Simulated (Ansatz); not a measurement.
A cut through the energy surface

CH4AlCl (SMILES [CH3][AlH][Cl]), closed shell, at its PBE0-D4/def2-TZVP minimum:

C1  (-0.712, 0.523, -0.286)
Al2  (0.857, -0.507, 0.198)
Cl3  (0.696, -2.008, 1.664)
H4  (-0.539, 1.590, -0.112)
H5  (-1.598, 0.226, 0.278)
H6  (-0.932, 0.414, -1.353)
H7  (2.290, -0.306, -0.435)
(Å)

The angle Cl3–Al2–C1 (119.4° at the minimum) is set to the values below, Cl3, with anything bonded beyond it, turning rigidly in the plane of the angle. Each method's energies count from its own value at the PBE0-D4 minimum structure. Program: Ansatz 0.2.0. Basis: def2-TZVPP. Cores are frozen in the correlated methods.

CCSD(T) energies along the scan:
```tsv
angle (°)	CCSD(T) (kcal/mol)
89.4	18.11
96.9	9.31
104.4	3.89
111.9	0.93
119.4	0.00
126.9	0.91
134.4	3.68
141.9	8.46
149.4	15.56
```
They count from the CCSD(T) energy at the PBE0-D4 minimum.

Largest difference from the CCSD(T) curve over the scan: r2SCAN-D4 0.27; PBE0-D4 0.64; wB97M-V 0.61; HF 2.50 kcal/mol. Each curve counts from its own value at the minimum.

The T1 diagnostic stays at or below 0.010.

For scale, one of the runs: CCSD(T)/def2-TZVPP, 171 basis functions (an equivalent command: `ansatz run in.yaml --threads 2`). Time: 27 s of wall clock on 2 CPU threads; the host was shared. Peak host memory: 1.4 GiB.
